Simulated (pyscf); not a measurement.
**Elimination: H₃Si–SiH₂–Cl -> H₂Si=SiH–Cl + hydrogen (H₂)**

Gas phase, singlet surface, charge 0. Bonds broken: Si1–H4, Si2–H7. Bonds formed: H4–H7. Structures and frequencies: ωB97X-D3(BJ)/def2-SVP in PySCF.

Transition state (Å):

```xyz
8

Si    -1.1182     0.2053     0.4766
Si     0.9721    -0.8449     0.8294
Cl     2.0554     0.1849    -0.6835
H     -1.4692    -1.1390    -0.5307
H     -1.5784     1.2292    -0.5132
H     -2.2493    -0.1372     1.3925
H     -0.6671    -1.4469    -0.1138
H      1.4573    -0.2464     2.1202
```

One imaginary mode, 1056i cm⁻¹; descent along it reached the two sides named.

```csv
bond,change,reactant side (Å),saddle,product side
Si1–H4,breaks,1.491,1.716,4.2
Si2–H7,breaks,1.489,1.985,3.9
H4–H7,forms,3.6,0.955,0.761
```

Electronic energies relative to the reactant's lowest minimum found (kcal/mol):

```tsv
level	barrier	reaction energy	reverse barrier
ωB97X-D3(BJ)/def2-TZVP	87.3	+59.0	28.3
PBE/def2-TZVP	73.4	+50.2	23.2
r²SCAN/def2-TZVP	79.9	+53.9	26.0
B3LYP-D3(BJ)/def2-TZVP	81.6	+54.0	27.6
PBE0-D3(BJ)/def2-TZVP	79.9	+56.0	23.9
M06-2X/def2-TZVP	83.5	+55.9	27.6
ωB97M-D3(BJ)/def2-TZVP	83.6	+57.1	26.5
HF/def2-TZVP	103.6	+65.6	38.1
```

With ωB97M-D3(BJ)/def2-TZVP energies and thermal terms (ideal gas, 1 atm, RRHO with modes under 100 cm⁻¹ raised to 100, one conformer, R ln 2 for chiral ones without a mode under 150 cm⁻¹), in kcal/mol:

```json
[
 {"T (K)": "298", "ΔH‡": "80.6", "ΔG‡": "80.5", "ΔH": "+53.9", "ΔG": "+45.4"},
 {"T (K)": "600", "ΔH‡": "80.4", "ΔG‡": "80.5", "ΔH": "+54.7", "ΔG": "+36.4"},
 {"T (K)": "900", "ΔH‡": "80.1", "ΔG‡": "80.7", "ΔH": "+54.6", "ΔG": "+27.2"},
 {"T (K)": "1200", "ΔH‡": "79.8", "ΔG‡": "80.9", "ΔH": "+54.0", "ΔG": "+18.1"}
]
```

At the saddle there is also a short H–Si contact that neither side keeps. The same reactants have a lower exit, to SiH₄ + :HSi–Cl [singlet] (barrier +45.2 kcal/mol at ωB97M-D3(BJ)/def2-TZVP, against +83.6 kcal/mol here). H₂Si=SiH–Cl lies 7.3 kcal/mol over its isomer H₃Si–Si:–Cl [singlet] (electronic energy, ωB97M-D3(BJ)/def2-TZVP). One saddle was located; it need not be the lowest between these sides.
